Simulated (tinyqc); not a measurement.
Pariser-Parr-Pople SCF with singles CI, for the molecule O=CC=O (SMILES; centres numbered as the heavy atoms are written), step by step. Computed by tinyqc, a small Python program that keeps every step. Settings: charge = 0, gamma = MN, start = huckel, damping = 0.5, iteration cap = 52, excitations kept = 6. Command: `OMP_NUM_THREADS=1 python tinyqc.py 27268 27269 out.jsonl` (the two numbers bound the seeds that draw the settings). One thread of a shared host (Intel(R) Xeon(R) Processor @ 2.60GHz), about 0.01 s of CPU time with the checks. Later iterations appear only in the table of the cycle.

## PPP integrals

Centres (angstrom, eV; a flat drawing with bonds scaled to 1.40 angstrom):
```
centre         x         y  core charge z         W  gamma_rr
1O       1.84800  -0.12700              1  17.70000  15.20000
2C       0.55900   0.42100              1  11.16000  11.13000
3C      -0.55900  -0.42100              1  11.16000  11.13000
4O      -1.84800   0.12700              1  17.70000  15.20000
```

Resonance integrals (eV):
```
i  j      beta
1  2  -2.61000
2  3  -2.49000
3  4  -2.61000
```

Mataga-Nishimoto: gamma = 14.399645/(R + a), a = 2 x 14.399645/(gamma_rr + gamma_ss); H_rr = -W_r - sum_(s != r) z_s gamma_rs; H_rs = beta for bonds.

repulsion gamma_rs (eV), order 1O, 2C, 3C, 4O:
```
[[15.20000, 5.77271, 4.09235, 3.09532],
 [5.77271, 11.13000, 5.34633, 4.09235],
 [4.09235, 5.34633, 11.13000, 5.77271],
 [3.09532, 4.09235, 5.77271, 15.20000]]
```

core matrix H (eV), order 1O, 2C, 3C, 4O:
```
[[-30.66039, -2.61000, 0.00000, 0.00000],
 [-2.61000, -26.37139, -2.49000, 0.00000],
 [0.00000, -2.49000, -26.37139, -2.61000],
 [0.00000, 0.00000, -2.61000, -30.66039]]
```

## Starting guess

pi electrons, sum of z_r less the charge = 4

Orbitals of the Hueckel matrix of the beta values.

P at the start, order 1O, 2C, 3C, 4O:
```
[[1.00000, 0.90257, 0.00000, -0.43054],
 [0.90257, 1.00000, 0.43054, 0.00000],
 [0.00000, 0.43054, 1.00000, 0.90257],
 [-0.43054, 0.00000, 0.90257, 1.00000]]
```

## Iteration 1: Fock matrix

F_rr = H_rr + P_rr gamma_rr / 2 + sum_(s != r) P_ss gamma_rs; F_rs = H_rs - P_rs gamma_rs / 2; E = tr P (H + F) / 2 + core repulsion sum_(r<s) z_r z_s gamma_rs.

F (eV), order 1O, 2C, 3C, 4O:
```
[[-10.10000, -5.21515, 0.00000, 0.66633],
 [-5.21515, -5.59500, -3.64090, 0.00000],
 [0.00000, -3.64090, -5.59500, -5.21515],
 [0.66633, 0.00000, -5.21515, -10.10000]]
```

pi energy = -61.60698 eV

## Iteration 1: orbitals and new P

Diagonalise F (the basis is taken as orthonormal) and form P = 2 sum c c over the lowest orbitals; 0.5 of the old P is kept.

orbital energies (eV): [-14.55087, -13.18748, -4.11870, 0.46705]

P after iteration 1, order 1O, 2C, 3C, 4O:
```
[[1.16608, 0.89221, 0.05899, -0.37187],
 [0.89221, 0.83392, 0.37187, 0.05899],
 [0.05899, 0.37187, 0.83392, 0.89221],
 [-0.37187, 0.05899, 0.89221, 1.16608]]
```

## Iteration 2: Fock matrix

As before.

F (eV), order 1O, 2C, 3C, 4O:
```
[[-9.96211, -5.18523, -0.12070, 0.57553],
 [-5.18523, -5.76877, -3.48407, -0.12070],
 [-0.12070, -3.48407, -5.76877, -5.18523],
 [0.57553, -0.12070, -5.18523, -9.96211]]
```

pi energy = -62.35944 eV

## Iteration 2: orbitals and new P

As before.

orbital energies (eV): [-14.62606, -12.94395, -4.01336, 0.12162]

P after iteration 2, order 1O, 2C, 3C, 4O:
```
[[1.24411, 0.88990, 0.08566, -0.34070],
 [0.88990, 0.75589, 0.34070, 0.08566],
 [0.08566, 0.34070, 0.75589, 0.88990],
 [-0.34070, 0.08566, 0.88990, 1.24411]]
```

## Convergence

Stop when output and input P, before any damping, agree to 1e-7.

Course of the cycle:
```
iteration       E (eV)  largest |P(out) - P(in)|
1          -61.6069847                  3.32e-01
2          -62.3594423                  1.56e-01
3          -62.7212488                  7.31e-02
4          -62.8996581                  3.42e-02
5          -62.9886394                  1.60e-02
6          -63.0332314                  7.52e-03
7          -63.0556191                  4.81e-03
8          -63.0668653                  3.14e-03
9          -63.0725148                  2.08e-03
10         -63.0753524                  1.39e-03
11         -63.0767772                  9.38e-04
...                ...                       ...
26         -63.0782128                  3.08e-06
27         -63.0782128                  2.11e-06
28         -63.0782128                  1.44e-06
29         -63.0782128                  9.87e-07
30         -63.0782128                  6.75e-07
31         -63.0782128                  4.62e-07
32         -63.0782128                  3.16e-07
33         -63.0782128                  2.16e-07
34         -63.0782128                  1.48e-07
35         -63.0782128                  1.01e-07
36         -63.0782128                  6.93e-08
```

Converged in 36 iterations.

## Converged orbitals

Charges are z - P_rr.

orbital energies (eV): [-14.70289, -12.75639, -3.88324, -0.18259]

coefficients, order 1O, 2C, 3C, 4O:
```
[[0.50408, 0.63426, -0.49589, -0.31260],
 [0.49589, 0.31260, 0.50408, 0.63426],
 [0.49589, -0.31260, 0.50408, -0.63426],
 [0.50408, -0.63426, -0.49589, 0.31260]]
```

pi charges: [-0.31275, 0.31275, 0.31275, -0.31275]

## Singles CI, singlets

Over the 4 single excitations with the smallest orbital gaps: A = (e_a - e_i) delta + 2 (ia|jb) - (ij|ab), with (pq|rs) = sum c_mp c_mq gamma_mn c_nr c_ns. f = 2/3 w |mu|^2 in atomic units, mu = sqrt2 sum c_ia sum_m c_mi c_ma R_m.

singlet CI matrix (eV), order 2>3, 1>3, 2>4, 1>4:
```
[[6.64236, 0.00000, 0.00000, 0.51702],
 [0.00000, 7.76680, 0.78447, 0.00000],
 [0.00000, 0.78447, 8.82384, 0.00000],
 [0.51702, 0.00000, 0.00000, 10.68565]]
```

singlet excitation energies (eV): [6.57729, 7.34942, 9.24121, 10.75072]

oscillator strengths: [1.07256, 0.00000, 0.00000, 0.43684]

## Singles CI, triplets

Over the 4 single excitations with the smallest orbital gaps: A = (e_a - e_i) delta - (ij|ab), with (pq|rs) = sum c_mp c_mq gamma_mn c_nr c_ns.

triplet CI matrix (eV), order 2>3, 1>3, 2>4, 1>4:
```
[[1.94440, 0.00000, 0.00000, -2.19738],
 [0.00000, 4.00742, -2.19738, 0.00000],
 [0.00000, -2.19738, 6.45870, 0.00000],
 [-2.19738, 0.00000, 0.00000, 7.86110]]
```

triplet excitation energies (eV): [1.21760, 2.71698, 7.74915, 8.58790]
